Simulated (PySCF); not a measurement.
## Basis-set dependence of excited states

Species: C5H10S.
Geometry (PBE0-D3(BJ)/def2-SVP, Å), atoms numbered from 1 in this order:
```xyz
16
C5H10S angstrom
C     -0.053   -1.188    0.159
C     -1.338   -0.403   -0.090
C     -1.255    1.038    0.391
S      0.060    1.978   -0.436
C      1.437    0.858   -0.056
C      1.174   -0.571   -0.507
H      0.124   -1.255    1.249
H     -0.180   -2.223   -0.194
H     -2.179   -0.903    0.420
H     -1.571   -0.406   -1.169
H     -2.186    1.584    0.178
H     -1.095    1.077    1.482
H      1.644    0.895    1.028
H      2.313    1.284   -0.569
H      1.045   -0.580   -1.603
H      2.062   -1.186   -0.284
```

TDDFT with PBE0 (PySCF), vertical singlets, core orbitals frozen in the response, spherical d and f functions. One conformer (not necessarily the lowest) at the PBE0-D3(BJ)/def2-SVP geometry, without solvent, vibrations or thermal averaging.

Q: How do the low singlets change with the basis? Take 6-31G*, 6-31+G*, def2-SVP, def2-SVPD, aug-cc-pVDZ and def2-TZVP.

A: 

| basis | functions | diffuse | S1 (eV) | S2 (eV) | S3 (eV) | S4 (eV) | S5 (eV) | LUMO (eV) | α (au) |
| --- | --- | --- | --- | --- | --- | --- | --- | --- | --- |
| 6-31G* | 108 | no | 5.78 | 7.48 | 7.62 | 8.09 | 8.46 | 1.54 | 66.3 |
| 6-31+G* | 132 | yes | 5.37 | 5.59 | 6.05 | 6.25 | 6.25 | 0.33 | 74.3 |
| def2-SVP | 138 | no | 6.00 | 6.73 | 7.29 | 7.64 | 7.70 | 1.68 | 67.4 |
| def2-SVPD | 207 | yes | 5.42 | 5.87 | 6.21 | 6.51 | 6.68 | 0.69 | 78.7 |
| aug-cc-pVDZ | 232 | yes | 5.25 | 5.31 | 5.62 | 5.86 | 5.91 | -0.09 | 80.3 |
| def2-TZVP | 252 | no | 5.51 | 6.29 | 6.81 | 7.07 | 7.13 | 1.08 | 75.9 |

States are compared by their number. Against the largest diffuse basis here (aug-cc-pVDZ, itself not a converged limit), sets without diffuse functions differ by up to 0.75 eV in S1 and 2.55 eV in S5; the smaller diffuse sets differ by up to 0.17 and 0.77 eV. State by state, the largest deviation of a set without diffuse functions is S1 0.75, S2 2.17, S3 2.00, S4 2.23, S5 2.55 eV. The same number needn't mean the same state in each row. Against aug-cc-pVDZ the polarisability deviates by -17% in 6-31G*, -7% in 6-31+G*, -16% in def2-SVP, -2% in def2-SVPD, -5% in def2-TZVP. A single + in a Pople set puts diffuse functions on heavy atoms only.
